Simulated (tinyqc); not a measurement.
Worked calculation: Pariser-Parr-Pople SCF with singles CI, for the molecule O=CN=c1cc1 (SMILES; centres numbered as the heavy atoms are written). One step of it, computed by the program tinyqc.

Problem. Singles CI, singlets. Over the 4 single excitations with the smallest orbital gaps: A = (e_a - e_i) delta + 2 (ia|jb) - (ij|ab), with (pq|rs) = sum c_mp c_mq gamma_mn c_nr c_ns. f = 2/3 w |mu|^2 in atomic units, mu = sqrt2 sum c_ia sum_m c_mi c_ma R_m.

orbital energies (eV): -15.640372  -12.610119  -9.655763  -2.200012  -1.488333  1.355820

coefficients:
```
,MO1,MO2,MO3,MO4,MO5,MO6
1O,0.075435,0.578224,0.624928,-0.002566,0.381668,-0.351787
2C,0.153506,0.568050,0.105987,0.004020,-0.458315,0.657612
3N,0.347294,0.443267,-0.611301,-0.001003,-0.212794,-0.513742
4C,0.575985,-0.016403,-0.246997,-0.002925,0.674603,0.389701
5C,0.508916,-0.269971,0.285093,0.708935,-0.264272,-0.120057
6C,0.509292,-0.270810,0.286806,-0.705251,-0.272150,-0.116542
```

repulsion gamma_rs (eV):
```
,1O,2C,3N,4C,5C,6C
1O,15.200000,5.774082,4.147929,3.001542,2.330286,2.468161
2C,5.774082,11.130000,5.478605,3.872904,2.813372,3.099593
3N,4.147929,5.478605,12.300000,5.476770,3.660143,3.659973
4C,3.001542,3.872904,5.476770,11.130000,5.345065,5.344364
5C,2.330286,2.813372,3.660143,5.345065,11.130000,5.345422
6C,2.468161,3.099593,3.659973,5.344364,5.345422,11.130000
```

Centres (angstrom, eV; a flat drawing with bonds scaled to 1.40 angstrom):
```
centre,x,y,core charge z,W,gamma_rr
1O,-2.854000,-0.006000,1,17.700000,15.200000
2C,-1.512000,0.393000,1,11.160000,11.130000
3N,-0.496000,-0.569000,1,14.100000,12.300000
4C,0.846000,-0.170000,1,11.160000,11.130000
5C,2.208000,-0.495000,1,11.160000,11.130000
6C,1.809000,0.847000,1,11.160000,11.130000
```

Give: singlet CI matrix; singlet excitation energies; oscillator strengths.

Solution.

singlet CI matrix (eV):
```
,3>4,3>5,2>4,3>6
3>4,4.3908,-0.0161,0.3045,-0.0001
3>5,-0.0161,5.2844,-0.0076,0.0489
2>4,0.3045,-0.0076,7.5753,-0.0100
3>6,-0.0001,0.0489,-0.0100,7.7019
```

singlet excitation energies (eV): 4.3617  5.2837  7.6032  7.7039

oscillator strengths: 0.0710  1.1764  0.0649  0.0622
